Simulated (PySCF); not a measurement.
Gas-phase reaction: Si(NH₂)₄ + 6 H ⇌ H₃SiNH₂ + 3 NH₃

Method: PySCF energies plus ideal-gas RRHO corrections (1 bar). † marks an energy on the PBE0/def2-TZVP geometry and frequencies; other levels use their own. CCSD(T) freezes the core. 6-31G* has spherical d functions here. Open shells (unrestricted): H (multiplicity 2); the rest are closed-shell singlets. B3LYP is the form with VWN-RPA correlation. Si(NH₂)₄, H₃SiNH₂: computed as isolated molecules; such fragments, hydroxides, amides, oligomers or adducts are transient or little studied in the gas. CCSD(T) isn't extrapolated to the basis-set limit.

```
level              ΔH°(298 K), kJ
-----------------  --------------
B3LYP/def2-TZVP†                …
CCSD(T)/def2-SVP†           -1093
HF/6-31G*                       …
HF/def2-TZVP†                   …
PBE/def2-SVP                -1073
PBE/def2-TZVP†              -1081
r2SCAN/def2-TZVP†               …
LDA/def2-TZVP†              -1151
```

Task: Fill in the missing entries.

Result: 
- B3LYP/def2-TZVP†, ΔH°(298 K), kJ: -1150
- HF/6-31G*, ΔH°(298 K), kJ: -818
- HF/def2-TZVP†, ΔH°(298 K), kJ: -832
- r2SCAN/def2-TZVP†, ΔH°(298 K), kJ: -1084
